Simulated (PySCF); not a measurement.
PySCF input for CH3F, SMILES CF, PBE0/pcJ-1. The structure is a stationary point at B3LYP-D3(BJ)/def2-TZVP.

```python
import numpy as np
from pyscf import gto, scf, dft
from pyscf.prop.ssc import rks as ssc

mol = gto.M(
    atom='''
    C     0.00000000   -0.00000000    0.63596716
    F    -0.00000000    0.00000000   -0.75329353
    H     0.89418530   -0.51625812    0.98794627
    H     0.00000000    1.03251625    0.98794627
    H    -0.89418530   -0.51625812    0.98794627
    ''',
    basis='pcJ-1',
    charge=0,
    spin=0,
    max_memory=1600,
    verbose=3,
)
mf = dft.RKS(mol, xc='pbe0')
mf.grids.level = 3
mf.conv_tol = 1e-10
mf.max_cycle = 100
mf.kernel()
j = ssc.SSC(mf)
j.with_fcsd = True
j.max_cycle_cphf = 80
j.conv_tol = 1e-7
e11 = j.kernel()
```

Output:

```
converged SCF energy = -139.594191732429
Reduced spin-spin coupling constant K (Hz)
               #0        #1        #2        #3        #4
        0 C    0.00000
        1 F  -29.65851   0.00000
        2 H   18.44593   1.73577   0.00000
        3 H   18.44559   1.73572  -0.32335   0.00000
        4 H   18.44568   1.73568  -0.32335  -0.32335   0.00000
Spin-spin coupling constant J (Hz)
               #0        #1        #2        #3        #4
        0 C    0.00000
        1 F  -219.06342   0.00000
        2 H  144.74364  50.97621   0.00000
        3 H  144.74100  50.97471 -10.08842   0.00000
        4 H  144.74168  50.97360 -10.08854 -10.08839   0.00000
```

Self-consistency was reached.

Cost: about 30 core-seconds (a rough figure).
